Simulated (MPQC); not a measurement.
# NH3 (ammonia) at 3 levels

We compute a comparison of 3 runs (HF/STO-3G, HF/def2-SVP, MP2/pcseg-2) of NH3 (ammonia). 

The calculation is run with MPQC 2.3.1.

3 further runs of the same task are left out: 3 set aside as unsound or not needed.

## 1. Starting point

The species is NH3 (4 atoms), meant as a singlet with charge 0. As SMILES, `N`. The coordinates come from a GFN2-xTB relaxation.

Bond lengths: N1–H2 1.013 Å, N1–H3 1.013 Å, N1–H4 1.013 Å. Angles: H2–N1–H3 107.7°, H2–N1–H4 107.7°, H3–N1–H4 107.7°.

## 2. Energy and gradient at HF/STO-3G (run 1)

File run.in:

```
molecule<Molecule>: (
    symmetry = c1
    unit = bohr
    { atoms geometry } = {
        N  [ -0.12880373 0.45888219 0.20420381 ]
        H  [ 0.92961297 -0.56780601 1.42368187 ]
        H  [ -1.68556011 -0.56808947 -0.22364909 ]
        H  [ 0.88475087 0.67699438 -1.40423659 ]
    }
)
basis<GaussianBasisSet>: (
    name = "STO-3G"
    molecule = $:molecule
    basisdir = "."
    puream = yes
)
mpqc: (
    checkpoint = no
    savestate = no
    restart = no
    do_energy = yes
    do_gradient = yes
    optimize = no
    mole<CLHF>: (
        molecule = $:molecule
        basis = $:basis
        total_charge = 0
        memory = 1000000000
        print_evals = yes
        print_npa = yes
        maxiter = 120
        value_accuracy = 1e-08
        guess_wavefunction<CLHF>: (
            molecule = $:molecule
            total_charge = 0
            memory = 1000000000
            value_accuracy = 1e-3
            basis<GaussianBasisSet>: (
                name = "STO-3G"
                molecule = $:molecule
            )
        )
    )
)
```

The basis set STO-3G is read from a file made from the Basis Set Exchange's data (not shown).

Started as:

```
$ mpqc run.in > run.out
```

Output:

```text
MPQC: Massively Parallel Quantum Chemistry
[...]
  LUMO is     6   A =   0.636247
  total scf energy =  -55.4537497292
[...]
Value of the MolecularEnergy:  -55.4537497292
  Gradient of the MolecularEnergy:
      1    0.0073086031
      2   -0.0266370221
      3   -0.0117210655
      4   -0.0090214600
      5    0.0119744416
      6   -0.0071867436
      7    0.0103930726
      8    0.0119984315
      9    0.0050749099
     10   -0.0086802156
     11    0.0026641490
     12    0.0138328992
[...]
      symmetry = c1
[...]
```

Run time: 0.1 s. Hardware: 1 thread of Arm Neoverse V2, shared host.

## 3. Energy and forces at HF/def2-SVP (run 2)

File mol.in:

```
% emacs should use -*- KeyVal -*- mode
molecule<Molecule>: (
    symmetry = c1
    unit = angstrom
    { atoms geometry } = {
        N  [ -0.068160       0.242830       0.108060 ]
        H  [ 0.491930      -0.300470       0.753380 ]
        H  [ -0.891960      -0.300620      -0.118350 ]
        H  [ 0.468190       0.358250      -0.743090 ]
    }
)
basis<GaussianBasisSet>: (
    name = "def2-SVP"
    molecule = $:molecule
    basisdir = "."
    puream = yes
)
mpqc: (
    checkpoint = no
    savestate = no
    restart = no
    do_energy = yes
    do_gradient = yes
    optimize = no
    mole<CLHF>: (
        molecule = $:molecule
        basis = $:basis
        total_charge = 0
        memory = 1000000000
        print_evals = yes
        print_npa = yes
        maxiter = 120
        value_accuracy = 1e-08
        guess_wavefunction<CLHF>: (
            molecule = $:molecule
            total_charge = 0
            memory = 1000000000
            value_accuracy = 1e-3
            basis<GaussianBasisSet>: (
                name = "STO-3G"
                molecule = $:molecule
            )
        )
    )
)
```

The basis set def2-SVP is read from a file made from the Basis Set Exchange's data (not shown).

Started as:

```
$ mpqc -o mol.out mol.in
```

Output:

```text
MPQC: Massively Parallel Quantum Chemistry
[...]
  LUMO is     6   A =   0.177770
  total scf energy =  -56.1486916131
[...]
Value of the MolecularEnergy:  -56.1486916131
  Gradient of the MolecularEnergy:
      1   -0.0010697906
      2    0.0033951776
      3    0.0016032625
      4    0.0039439024
      5   -0.0027994429
      6    0.0054895951
      7   -0.0066418567
      8   -0.0027858179
      9   -0.0011554113
     10    0.0037677449
     11    0.0021900832
     12   -0.0059374463
[...]
      symmetry = c1
[...]
```

It took 0.2 s on 1 thread of Arm Neoverse V2, shared host.

## 4. Energy and gradient at MP2/pcseg-2 (run 3)

File mol.in:

```
molecule<Molecule>: (
   symmetry = c1
   unit = bohr
   { atoms geometry } = {
      N  [ -0.12880373 0.45888219 0.20420381 ]
      H  [ 0.92961297 -0.56780601 1.42368187 ]
      H  [ -1.68556011 -0.56808947 -0.22364909 ]
      H  [ 0.88475087 0.67699438 -1.40423659 ]
   }
)
basis<GaussianBasisSet>: (
   name = "pcseg-2"
   molecule = $:molecule
   basisdir = "."
   puream = yes
)
mpqc: (
   checkpoint = no
   savestate = no
   restart = no
   do_energy = yes
   do_gradient = yes
   optimize = no
   mole<MBPT2>: (
      molecule = $:molecule
      basis = $:basis
      memory = 1000000000
      method = mp
      nfzc = 1
      reference<CLHF>: (
         molecule = $:molecule
         basis = $:basis
         total_charge = 0
         memory = 1000000000
         print_evals = yes
         maxiter = 120
         value_accuracy = 1e-08
         guess_wavefunction<CLHF>: (
            molecule = $:molecule
            total_charge = 0
            memory = 1000000000
            value_accuracy = 1e-3
            basis<GaussianBasisSet>: (
               name = "STO-3G"
               molecule = $:molecule
            )
         )
      )
   )
)
```

The basis set pcseg-2 is read from a file made from the Basis Set Exchange's data (not shown).

Started as:

```
$ mpqc mol.in > mol.out
```

Output:

```text
MPQC: Massively Parallel Quantum Chemistry
[...]
  LUMO is     6   A =   0.098183
  total scf energy =  -56.2187207480
[...]
  MP2 correlation energy [au]:         -0.232931309082
  MP2 energy [au]:                    -56.451652057045
[...]
Value of the MolecularEnergy:  -56.4516520570
  Gradient of the MolecularEnergy:
      1   -0.0004521645
      2    0.0012334223
      3    0.0006330685
      4    0.0021061282
      5   -0.0013166588
      6    0.0030694271
      7   -0.0036666574
      8   -0.0013038960
      9   -0.0005461665
     10    0.0020126937
     11    0.0013871325
     12   -0.0031563291
[...]
        symmetry = c1
[...]
```

Run time: 11 s. Hardware: 1 thread of Arm Neoverse V2, shared host; peak memory 0.5 GiB.

## 5. Overview of the runs

```
run        level  frozen core orbitals  energy (Eh)  HOMO energy (eV)  LUMO energy (eV)  HOMO–LUMO gap (eV)  wall time
  1    HF/STO-3G                     –   -55.453750             -9.50             17.31               26.81      0.1 s
  2  HF/def2-SVP                     –   -56.148692            -11.36              4.84               16.20      0.2 s
  3  MP2/pcseg-2                     1   -56.451652            -11.59              2.67               14.26       11 s
```

## 6. Outcome

| quantity | value |
| --- | --- |
| run 3: total energy | -56.45165 Eh |
| run 3: HOMO energy (Hartree–Fock orbitals) | -11.59 eV |
| run 3: LUMO energy (Hartree–Fock orbitals) | 2.67 eV |
| run 3: HOMO–LUMO gap (Hartree–Fock orbitals) | 14.26 eV |
| run 3: correlation energy (1 core orbital frozen) | -232.9 mEh |
| run 3: largest force on an atom | 0.205 eV/Å |

In words: In run 1 the basis is minimal, so the values are rough. All runs together took 11 s, the longest 11 s.
